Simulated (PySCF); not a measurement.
# N2H3 (hydrazinyl radical) at U-r2SCAN/def2-TZVP

What is the energy change on altering one bond length of N2H3 (hydrazinyl radical) at U-r2SCAN/def2-TZVP? 

The results are computed with PySCF 2.14.0.

1 further run of the same task is left out (set aside as unsound or not needed).

## 1. The structure to begin with

N2H3 has 5 atoms, charge 0, and is taken as a doublet. SMILES: `[NH]N`. The coordinates come from a PBE0-D4/def2-TZVP relaxation. This is one conformer, not always the lowest.

Bond lengths: N1–N2 1.338 Å, N1–H3 1.021 Å, N2–H4 1.008 Å, N2–H5 1.012 Å. Angles: N1–N2–H4 113.9°, N1–N2–H5 120.9°, N2–N1–H3 106.1°, H4–N2–H5 114.6°.

## 2. A single-point energy at U-r2SCAN/def2-TZVP

Input file input.py:

```python
from pyscf import gto, dft

mol = gto.M(
    atom='''
N       -0.187600      -0.818050       0.454040
N       -0.128660       0.235610      -0.368450
H        0.759840      -0.951450       0.811270
H       -1.030950       0.592300      -0.640030
H        0.587360       0.941580      -0.256830
''',
    spin=1,
    basis='def2-tzvp',
    max_memory=1860,
    charge=0,
    verbose=4,
)

ks = dft.UKS(mol)
ks.xc = 'r2scan'
ks.conv_tol = 1e-10
ks.grids.level = 5
ks.kernel()
if not ks.converged:
    ks = ks.newton().run(ks.mo_coeff, ks.mo_occ)

e_final = ks.e_tot
print('E(%s) = %.9f' % ('R2SCAN', e_final))
```

Started as:

```
$ OMP_NUM_THREADS=1 python input.py
```

The log of the run:

```text
PySCF version 2.14.0

[INPUT] num. atoms = 5
[INPUT] num. electrons = 17
[INPUT] charge = 0
[INPUT] spin (= nelec alpha-beta = 2S) = 1
[INPUT] symmetry False subgroup None
[INPUT] Mole.unit = angstrom
[INPUT] Symbol           X                Y                Z      unit          X                Y                Z       unit  Magmom
[INPUT]  1 N     -0.187600000000  -0.818050000000   0.454040000000 AA   -0.354512620968  -1.545890456200   0.858011249598 Bohr   0.0
[INPUT]  2 N     -0.128660000000   0.235610000000  -0.368450000000 AA   -0.243132163187   0.445238372209  -0.696269590596 Bohr   0.0
[INPUT]  3 H      0.759840000000  -0.951450000000   0.811270000000 AA    1.435889498490  -1.797979921217   1.533078113076 Bohr   0.0
[INPUT]  4 H     -1.030950000000   0.592300000000  -0.640030000000 AA   -1.948213148120   1.119284783580  -1.209481411505 Bohr   0.0
[INPUT]  5 H      0.587360000000   0.941580000000  -0.256830000000 AA    1.109949536525   1.779328324368  -0.485338360572 Bohr   0.0

nuclear repulsion = 36.7279947010529
number of shells = 34
number of NR pGTOs = 116
number of NR cGTOs = 80
basis = def2-tzvp
ecp = {}

******** <class 'pyscf.dft.uks.UKS'> ********
method = UKS
initial guess = minao
damping factor = 0
level_shift factor = 0
DIIS = <class 'pyscf.scf.diis.CDIIS'>
diis_start_cycle = 1
diis_space = 8
diis_damp = 0
SCF conv_tol = 1e-10
SCF conv_tol_grad = None
SCF max_cycles = 50
direct_scf = True
direct_scf_tol = 1e-13
number electrons alpha = 9  beta = 8
XC library pyscf.dft.libxc version 7.0.0
    S. Lehtola, C. Steigemann, M. J.T. Oliveira, and M. A.L. Marques.,  SoftwareX 7, 1–5 (2018)
XC functionals = r2scan
    J. W. Furness, A. D. Kaplan, J. Ning, J. P. Perdew, and J. Sun.,  J. Phys. Chem. Lett. 11, 8208-8215 (2020)
    J. W. Furness, A. D. Kaplan, J. Ning, J. P. Perdew, and J. Sun.,  J. Phys. Chem. Lett. 11, 9248-9248 (2020)
    J. W. Furness, A. D. Kaplan, J. Ning, J. P. Perdew, and J. Sun.,  J. Phys. Chem. Lett. 11, 8208-8215 (2020)
    J. W. Furness, A. D. Kaplan, J. Ning, J. P. Perdew, and J. Sun.,  J. Phys. Chem. Lett. 11, 9248-9248 (2020)
radial grids:
    Treutler-Ahlrichs [JCP 102, 346 (1995); DOI:10.1063/1.469408] (M4) radial grids

becke partition: Becke, JCP 88, 2547 (1988); DOI:10.1063/1.454033
pruning grids: <function nwchem_prune>
grids dens level: 5
symmetrized grids: False
atomic radii adjust function: <function treutler_atomic_radii_adjust>
small_rho_cutoff = 0
Set gradient conv threshold to 1e-05
tot grids = 154848
init E= -111.292716917795
[... the frontier-level lines of each cycle are left out ...]

cycle= 1 E= -111.185624155466  delta_E= 0.107  |g|= 0.228  |ddm|= 1.11
cycle= 2 E= -111.159771009699  delta_E= 0.0259  |g|= 0.344  |ddm|= 0.562
cycle= 3 E= -111.213430816895  delta_E= -0.0537  |g|= 0.0583  |ddm|= 0.34
cycle= 4 E= -111.214177173634  delta_E= -0.000746  |g|= 0.0436  |ddm|= 0.05
cycle= 5 E= -111.214910916162  delta_E= -0.000734  |g|= 0.00744  |ddm|= 0.0267
cycle= 6 E= -111.214943501454  delta_E= -3.26e-05  |g|= 0.00201  |ddm|= 0.00831
cycle= 7 E= -111.214946007524  delta_E= -2.51e-06  |g|= 0.000593  |ddm|= 0.00258
cycle= 8 E= -111.214946237412  delta_E= -2.3e-07  |g|= 0.000161  |ddm|= 0.000916
cycle= 9 E= -111.214946256992  delta_E= -1.96e-08  |g|= 3.87e-05  |ddm|= 0.000261
cycle= 10 E= -111.214946258312  delta_E= -1.32e-09  |g|= 1e-05  |ddm|= 6.5e-05
cycle= 11 E= -111.214946258409  delta_E= -9.76e-11  |g|= 4.34e-06  |ddm|= 1.82e-05
Extra cycle  E= -111.214946258404  delta_E= 5.57e-12  |g|= 6.36e-06  |ddm|= 8.26e-06
converged SCF energy = -111.214946258404  <S^2> = 0.75544772  2S+1 = 2.0054403
E(R2SCAN) = -111.214946258
```

It took 33 s on 1 thread of Arm Neoverse V2, shared host; peak memory 0.46 GiB.

## 3. The distorted shape

Input file run.py:

```python
from pyscf import gto, dft

mol = gto.M(
    atom=[
    ('N', (-0.205284, -1.134179, 0.700811)),
    ('N', (-0.128660, 0.235610, -0.368450)),
    ('H', (0.742156, -1.267579, 1.058041)),
    ('H', (-1.030950, 0.592300, -0.640030)),
    ('H', (0.587360, 0.941580, -0.256830)),
],
    max_memory=1860,
    spin=1,
    verbose=3,
    basis='def2-tzvp',
)

mf = dft.UKS(mol, xc='r2scan')
mf.grids.level = 5
mf.conv_tol = 1e-10
mf.kernel()
if not mf.converged:
    mf = mf.newton().run(mf.mo_coeff, mf.mo_occ)

etot = mf.e_tot
print('E = %.10f Eh' % etot)
```

Started as:

```
$ OMP_NUM_THREADS=1 python run.py
```

The log of the run:

```text
WARN: HOMO -0.21314083404949 >= LUMO -0.213140834049486

converged SCF energy = -111.153697090269  <S^2> = 0.75660183  2S+1 = 2.006591
E = -111.1536970903 Eh
```

It took 40 s on 1 thread of Arm Neoverse V2, shared host; peak memory 0.46 GiB.

## 4. Summary of results

Level: U-r2SCAN/def2-TZVP.

| quantity | value |
| --- | --- |
| first shape: total energy | -111.21495 Eh |
| first shape: dipole moment | 2.65 D |
| first shape: HOMO energy (highest over α and β) | -4.22 eV |
| first shape: LUMO energy (lowest over α and β) | -1.47 eV |
| first shape: ⟨S²⟩ | 0.755 |
| distorted shape: total energy | -111.15370 Eh |
| distorted shape: dipole moment | 2.09 D |
| distorted shape: HOMO energy (highest over α and β) | -5.84 eV |
| distorted shape: LUMO energy (lowest over α and β) | -2.98 eV |
| distorted shape: ⟨S²⟩ | 0.757 |
| energy change with the N1–N2 bond stretched from 1.338 to 1.739 Å | 1.667 eV |

In words: With the N1–N2 bond stretched from 1.338 to 1.739 Å the energy rises by 1.67 eV (161 kJ/mol). The first shape isn't relaxed at this level, so the change isn't measured from a minimum. Mulliken charges (distorted shape) run from -0.48 on N2 to +0.26 on H4.
